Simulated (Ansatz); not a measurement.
```yaml
crystal:
  periodic: [false, false, false]
  atoms:
    - {symbol: P, position_ang: [-0.219348, 0.883038, -1.292080]}
    - {symbol: P, position_ang: [-1.019705, -0.740146, 0.953805]}
    - {symbol: S, position_ang: [-1.107473, 1.353400, 0.583497]}
    - {symbol: S, position_ang: [1.362949, -0.739521, 1.208648]}
    - {symbol: S, position_ang: [-0.922700, -1.119276, -1.137753]}
    - {symbol: S, position_ang: [1.906278, 0.362515, -0.316117]}
basis:
  gaussian: {orbitals: STO-3G}
total_charge: 1
magnetization: {spin_polarized: true, initial_magnetization: 1}
hamiltonian: {xc: {name: LC-wPBE}}
output: {forces: true}
```

```sh
$ ansatz run in.yaml --threads 4 --pin off --events-out ev --progress --plain --max-ram 4787MiB
```

It prints (some lines left out):

```
Functional definition: LC-wPBE
595 factors; integrals over basis functions are off by at most 1.7e-5 eV
270 factors; integrals over basis functions are off by at most 6.2e-7 eV
mean field evaluation 1: about -61199.9777 eV, gradient 1.9e1 eV
mean field evaluation 2: about -61201.5979 eV, gradient 1.4e1 eV
mean field evaluation 4: about -61203.2262 eV, gradient 2.2e-1 eV
mean field evaluation 8: about -61203.2079 eV, gradient 2.1e-2 eV
mean field evaluation 16: about -61203.2080 eV, gradient 6.4e-5 eV
mean field -61203.20797234 eV, -2249.1764079592 hartree, gradient 1.7e-5 eV, S^2 0.753413; 0 other end points of the search recorded, 0 dependent functions left out
reference -61203.20797235 eV, -2249.1764079593 hartree; 47, 46 occupied and 7, 8 virtual orbitals, 595 factors
Total energy: -61203.20797235 eV, -2249.1764079593 hartree
Atom 0 at    -0.219348     0.883038    -1.292080 Å, force     1.087010    -0.140481     0.318592 eV/Å
Atom 1 at    -1.019705    -0.740146     0.953805 Å, force     1.101333    -0.111883     0.278928 eV/Å
Atom 2 at    -1.107473     1.353400     0.583497 Å, force     0.138627    -0.801727    -0.530035 eV/Å
Atom 3 at     1.362949    -0.739521     1.208648 Å, force    -1.407462    -0.338566     0.335359 eV/Å
Atom 4 at    -0.922700    -1.119276    -1.137753 Å, force     0.020146     0.783368     0.573354 eV/Å
Atom 5 at     1.906278     0.362515    -0.316117 Å, force    -0.939653     0.609288    -0.976197 eV/Å
Dipole moment:     0.067215    -0.007760     0.018365 e Å
```

Hardware: 4 threads of Arm Neoverse V1 on a shared host. Wall time 1.6 s.

LC-ωPBE has ω = 0.4 bohr⁻¹.

The dipole of an ion depends on the origin.
